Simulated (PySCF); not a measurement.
**B2NH5 (SMILES BNB) at 6 levels**

Wanted: a comparison of 6 runs (HF/STO-3G, HF/3-21G, B3LYP/6-31G*, B2PLYP/aug-cc-pVDZ, wB97M-V/aug-cc-pVDZ, SCS-MP2/aug-cc-pVDZ) of B2NH5. The job is set up through a Python script.

The calculation is run with PySCF 2.14.0.

1 further run of the same task is left out (set aside as unsound or not needed).

### 1 The system as given

B2NH5: 8 atoms, total charge 0, spin state singlet. As SMILES, `BNB`. The B1–H5 distance was set to 1.556 Å, away from the relaxed value.

Bond lengths: B1–N2 1.417 Å, N2–B3 1.417 Å, B1–H4 1.194 Å, N2–H6 1.011 Å, B3–H7 1.197 Å, B3–H8 1.194 Å. Angles: B1–N2–B3 125.8°, B1–N2–H6 117.1°, B3–N2–H6 117.1°, N2–B1–H4 118.5°, N2–B3–H7 119.4°, N2–B3–H8 118.5°, H7–B3–H8 122.0°. A long bond or contact: B1–H5 1.556 Å.

### 2 The energy at HF/STO-3G (run 1)

File job.py:

```python
from pyscf import gto, scf

molecule = gto.Mole()
molecule.atom = '''
B       -0.747319       0.314005      -0.615059
N        0.340881       0.036805       0.249041
B        0.776081      -1.251795       0.645941
H       -1.368519      -0.602295      -1.061859
H       -1.097800       1.791200      -0.954100
H        0.851881       0.828605       0.614741
H        1.712481      -1.355095       1.383841
H        0.190581      -2.204995       0.229141
'''
molecule.max_memory = 1860
molecule.basis = 'sto-3g'
molecule.verbose = 3
molecule.charge = 0
molecule.build()

calc0 = scf.RHF(molecule)
calc0.conv_tol = 1e-10
calc0.kernel()
if not calc0.converged:
    calc0 = calc0.newton().run(calc0.mo_coeff, calc0.mo_occ)

energy = calc0.e_tot
print('E(%s) = %.9f' % ('HF', energy))
```

On the command line:

```sh
$ OMP_NUM_THREADS=1 python job.py
```

What it wrote:

```text
converged SCF energy = -105.395578263946
E(HF) = -105.395578264
```

Wall time 0.75 s (1 thread of Intel Xeon at 2.70GHz, shared host); peak memory 0.099 GiB.

### 3 A single-point energy at HF/3-21G (run 2)

File run.py:

```python
from pyscf import gto, scf

molecule = gto.Mole()
molecule.atom = [
    ('B', (-0.747319, 0.314005, -0.615059)),
    ('N', (0.340881, 0.036805, 0.249041)),
    ('B', (0.776081, -1.251795, 0.645941)),
    ('H', (-1.368519, -0.602295, -1.061859)),
    ('H', (-1.097800, 1.791200, -0.954100)),
    ('H', (0.851881, 0.828605, 0.614741)),
    ('H', (1.712481, -1.355095, 1.383841)),
    ('H', (0.190581, -2.204995, 0.229141)),
]
molecule.spin = 0
molecule.verbose = 3
molecule.basis = '3-21g'
molecule.max_memory = 1860
molecule.build()

mf = scf.RHF(molecule)
mf.conv_tol = 1e-10
mf.kernel()
if not mf.converged:
    mf = mf.newton().run(mf.mo_coeff, mf.mo_occ)

e_final = mf.e_tot
print('E = %.10f Eh' % e_final)
```

On the command line:

```sh
$ OMP_NUM_THREADS=1 python run.py
```

What it wrote:

```text
converged SCF energy = -106.154921947648
E = -106.1549219476 Eh
```

Run time: 0.95 s. Hardware: 1 thread of Intel Xeon at 2.70GHz, shared host; peak memory 0.1 GiB.

Run 3 isn't shown in full; the table further down has it.

### 4 The energy at B2PLYP/aug-cc-pVDZ (run 4)

File input.py:

```python
from pyscf import gto, dft, mp

mol = gto.M(
    atom=[
    ('B', (-0.747319, 0.314005, -0.615059)),
    ('N', (0.340881, 0.036805, 0.249041)),
    ('B', (0.776081, -1.251795, 0.645941)),
    ('H', (-1.368519, -0.602295, -1.061859)),
    ('H', (-1.097800, 1.791200, -0.954100)),
    ('H', (0.851881, 0.828605, 0.614741)),
    ('H', (1.712481, -1.355095, 1.383841)),
    ('H', (0.190581, -2.204995, 0.229141)),
],
    verbose=4,
    basis='aug-cc-pvdz',
    max_memory=1860,
    spin=0,
)

calc0 = dft.RKS(mol, xc='0.53*HF + 0.47*B88, 0.73*LYP')
calc0.conv_tol = 1e-10
calc0.grids.level = 5
calc0.kernel()
if not calc0.converged:
    calc0 = calc0.newton().run(calc0.mo_coeff, calc0.mo_occ)

pt = mp.MP2(calc0, frozen=3).run()
e_final = calc0.e_tot + 0.27 * pt.e_corr
print('PT2 part  %.8f' % (0.27 * pt.e_corr))
print(f'total energy: {e_final:.8f} hartree')
```

On the command line:

```sh
$ OMP_NUM_THREADS=1 python input.py
```

What it wrote:

```text
PySCF version 2.14.0

[... 76 lines left out ...]
converged SCF energy = -107.239359322094
[... 1 line left out ...]
******** <class 'pyscf.mp.mp2.RMP2'> ********
nocc = 8, nmo = 111
frozen orbitals 3
E(RMP2) = -107.674772762838  E_corr = -0.435413440744963
E(SCS-RMP2) = -107.681936594774  E_corr = -0.442577272680752
E_corr(same-spin) = -0.0922140648613889
E_corr(oppo-spin) = -0.343199375883574
PT2 part  -0.11756163
total energy: -107.35692095 hartree
```

It took 27 s on 1 thread of Intel Xeon at 2.70GHz, shared host; peak memory 0.6 GiB.

Run 5 isn't shown in full; the table further down has it.

### 5 A single-point energy at SCS-MP2/aug-cc-pVDZ (run 6)

File calc.py:

```python
from pyscf import gto, scf, mp

mol = gto.Mole()
mol.atom = '''
B     -0.747319     0.314005    -0.615059
N      0.340881     0.036805     0.249041
B      0.776081    -1.251795     0.645941
H     -1.368519    -0.602295    -1.061859
H     -1.097800     1.791200    -0.954100
H      0.851881     0.828605     0.614741
H      1.712481    -1.355095     1.383841
H      0.190581    -2.204995     0.229141
'''
mol.basis = 'aug-cc-pvdz'
mol.verbose = 3
mol.charge = 0
mol.max_memory = 1860
mol.build()

mf = scf.RHF(mol)
mf.conv_tol = 1e-10
mf.kernel()
if not mf.converged:
    mf = mf.newton().run(mf.mo_coeff, mf.mo_occ)

pt = mp.MP2(mf, frozen=3).run()
energy = mf.e_tot + 1.2 * pt.e_corr_os + pt.e_corr_ss / 3
print('E = %.10f Eh' % energy)
```

On the command line:

```sh
$ OMP_NUM_THREADS=1 python calc.py
```

What it wrote:

```text
converged SCF energy = -106.758665866671
E(RMP2) = -107.112366366649  E_corr = -0.353700499977923
E(SCS-RMP2) = -107.119038931452  E_corr = -0.360373064781439
E = -107.1190389315 Eh
```

Run time: 3.9 s. Hardware: 1 thread of Intel Xeon at 2.70GHz, shared host; peak memory 0.32 GiB.

### 6 All runs side by side

| run | level | integration grid | frozen core orbitals | energy (Eh) | dipole moment (D) of the reference | HOMO energy (eV) | LUMO energy (eV) | wall time |
| --- | --- | --- | --- | --- | --- | --- | --- | --- |
| 1 | HF/STO-3G | – | – | -105.395578 | 1.03 | -9.99 | 6.53 | 0.75 s |
| 2 | HF/3-21G | – | – | -106.154922 | 1.17 | -11.59 | 2.59 | 0.95 s |
| 3 | B3LYP/6-31G* (spherical functions) | 5 | – | -107.478492 | 1.22 | -8.18 | -1.31 | 9.3 s |
| 4 | B2PLYP/aug-cc-pVDZ | 5 | 3 | -107.356921 | 1.08 | -9.73 | -0.17 | 27 s |
| 5 | wB97M-V/aug-cc-pVDZ | 5 | – | -107.414200 | 1.12 | -10.77 | 0.33 | 1.7 min |
| 6 | SCS-MP2/aug-cc-pVDZ | – | 3 | -107.119039 | 1.05 | -11.66 | 1.01 | 3.9 s |

### 7 Outcome

```
                                          quantity          value
                               run 6: total energy  -107.11904 Eh
       run 6: dipole moment (Hartree–Fock density)         1.05 D
        run 6: HOMO energy (Hartree–Fock orbitals)      -11.66 eV
        run 6: LUMO energy (Hartree–Fock orbitals)        1.01 eV
      run 6: HOMO–LUMO gap (Hartree–Fock orbitals)       12.67 eV
run 6: correlation energy (3 core orbitals frozen)     -360.4 mEh
```

What this shows: Over runs 1, 2, 3, 4, 5 the dipole moment (its size) runs from 1.03 D (HF/STO-3G) to 1.22 D (B3LYP/6-31G*). The two ends differ in method and basis. Over runs 1, 2, 3, 4, 5 the HOMO–LUMO gap runs from 6.87 eV (B3LYP/6-31G*) to 16.52 eV (HF/STO-3G). Totals of different functionals can't be ranked against each other. In run 1 the basis is minimal, so the values are rough. All runs together took 2.4 min, the longest 1.7 min.
